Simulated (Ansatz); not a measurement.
System: tetrafluorosilane, SiF$_{4}$, net charge 0, singlet state. 
Geometry from a B3LYP-D3(BJ)/def2-TZVP (Ansatz, a first-principles code) optimisation:
```xyz
5

Si     0.0000     0.0000     0.0000
F      0.9027     0.9354     0.8757
F     -0.8806    -0.8997     0.9336
F     -0.9289     0.8739    -0.9111
F      0.9068    -0.9096    -0.8983
```
Charge 0, spin multiplicity 1.

Basis-set convergence of Hartree-Fock and CCSD(T) correlation energies (hartree) with Ansatz. Valence correlation only, unless marked. No spin-orbit coupling. Non-relativistic.

| basis | functions | E(HF) | E(corr, CCSD(T)) |
|---|---|---|---|
| cc-pV(D+d)Z | 79 | -686.96206 | -0.85415 |
| cc-pV(T+d)Z | 159 | (withheld) | (withheld) |

### Question
What belongs in the gaps?

### Answer

- cc-pV(T+d)Z, E(HF): -687.15753
- cc-pV(T+d)Z, E(corr, CCSD(T)): -1.14040
